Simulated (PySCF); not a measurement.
These 3 structures share the formula CH3BO. Theory: PBE0-D3(BJ)/def2-SVP geometry optimisation, gas phase (PySCF). One conformer each; no zero-point energy, no entropy. No frequencies were run at this level. Point groups hold within 0.08 Å.

**Question.** Order them by energy at this level, lowest first, and give relative energies in kcal/mol.
A. CH2BOH (`C=BO`)
B. `CB=O`
C. `[BH3-]C#[O+]`

**Answer.** B (0.0), A (46.9), C (52.8).

As drawn, the lowest has a B–O bond, which the highest lacks.

```json
{"SMILES": "CB=O", "E (Eh)": "-139.77807", "E rel (kcal/mol)": "0.0", "dipole (D)": "3.47", "point group": "C3v", "A, B, C (MHz)": "157244, 7952, 7952"}
{"SMILES": "C=BO", "E (Eh)": "-139.70336", "E rel (kcal/mol)": "46.9", "dipole (D)": "2.44", "point group": "Cs", "A, B, C (MHz)": "206526, 8104, 7972"}
{"SMILES": "[BH3-]C#[O+]", "E (Eh)": "-139.69386", "E rel (kcal/mol)": "52.8", "dipole (D)": "1.49", "point group": "C3v", "A, B, C (MHz)": "119760, 8765, 8765"}
```

**Question.** How do the relative energies change in single points at PBE0/pcSseg-1 (no added dispersion term) on the same geometries?

**Answer.** 
```csv
SMILES,PBE0-D3(BJ)/def2-SVP (kcal/mol),PBE0/pcSseg-1 (kcal/mol),shift
CB=O,0.0,0.0,0.0
C=BO,46.9,47.9,+1.0
[BH3-]C#[O+],52.8,52.7,-0.1
```

Each column counts from its own lowest isomer. The order is unchanged; the largest shift is 1.0 kcal/mol.
